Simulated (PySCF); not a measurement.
**Diatomics with 14 electrons**

PBE0 in PySCF with def2-TZVPPD on every atom, for the lowest determinant that a PBE0 search found; no spin–orbit coupling. All have 14 electrons, 10 of them in the valence shells, and the same state, a singlet (closed shell). For ions De leads to the atom and ion picked by measured ionisation energies and electron affinities.

```
species  difference of nuclear charges  Re (Å)  ωe (cm⁻¹)  k (mdyn/Å)  De (eV)  dissociates to
    CN⁻                              1   1.170       2163        17.8    10.47          C⁻ + N
    BO⁻                              3   1.233       1752        11.8     9.45          B + O⁻
     N2                              0   1.089       2485        25.5     9.77           N + N
     CO                              2   1.123       2238        20.2    11.06           C + O
     BF                              4   1.264       1412        8.19     7.76           B + F
    NO⁺                              1   1.054       2529        28.1    10.94          N + O⁺
    CF⁺                              3   1.153       1815        14.3     7.98          C⁺ + F
```

Question: Which member of the whole set has the stiffest bond, and how does it compare with the softest?

Answer: NO⁺ with k = 28.1 mdyn/Å, 3.4 times that of BF.

For an ion De counts to the pair picked by the measured ionisation energies or electron affinities, which need not be the lowest pair at this level.
